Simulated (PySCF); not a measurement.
**Dipole moment and polarisability across levels of theory**

Species: cyclopentadienethione, C5H4S.
Bonds: S1–C2 (double), C2–C3, C3–C4 (double), C4–C5, C5–C6 (double), C2–C6. Hydrogens: H7 on C3; H8 on C4; H9 on C5; H10 on C6.

PySCF, dipoles from the SCF density, polarisabilities from static response with core orbitals frozen. Isolated species at its PBE0-D3(BJ)/def2-SVP geometry, gas phase.

The anisotropy is √(½[(α1 − α2)² + (α2 − α3)² + (α3 − α1)²]).

```json
{"level": "CAM-B3LYP/def2-SVPD", "μ (D)": "2.494", "α (au)": "80.49", "anisotropy (au)": "65.00"}
{"level": "wB97X-D/def2-SVPD", "μ (D)": "2.582", "α (au)": "80.42", "anisotropy (au)": "64.11"}
{"level": "LC-wPBE/def2-SVPD", "μ (D)": "2.531", "α (au)": "78.58", "anisotropy (au)": "64.11"}
{"level": "PBE0/6-31G*", "μ (D)": "2.630", "α (au)": "64.90", "anisotropy (au)": "75.14"}
{"level": "PBE0/def2-SVP", "μ (D)": "2.188", "α (au)": "65.98", "anisotropy (au)": "68.89"}
{"level": "PBE0/6-31+G*", "μ (D)": "2.533", "α (au)": "76.94", "anisotropy (au)": "69.44"}
{"level": "PBE0/aug-cc-pVDZ", "μ (D)": "2.529", "α (au)": "81.82", "anisotropy (au)": "64.64"}
{"level": "PBE0/def2-TZVP", "μ (D)": "2.414", "α (au)": "76.17", "anisotropy (au)": "68.13"}
{"level": "PBE0/def2-TZVPD", "μ (D)": "2.451", "α (au)": "82.11", "anisotropy (au)": "64.54"}
```

The dipole runs from 2.19 D (PBE0/def2-SVP) to 2.63 D (PBE0/6-31G*). No reference polarisability is at hand; against PBE0 in the largest diffuse basis at hand (def2-TZVPD) the other PBE0 rows deviate by 6-31G* -21%, def2-SVP -20%, 6-31+G* -6%, aug-cc-pVDZ 0%, def2-TZVP -7%. With PBE0 the polarisability is 69.01 au without diffuse functions (mean of 6-31G*, def2-SVP and def2-TZVP) and 80.29 au with them (mean of 6-31+G*, aug-cc-pVDZ and def2-TZVPD).
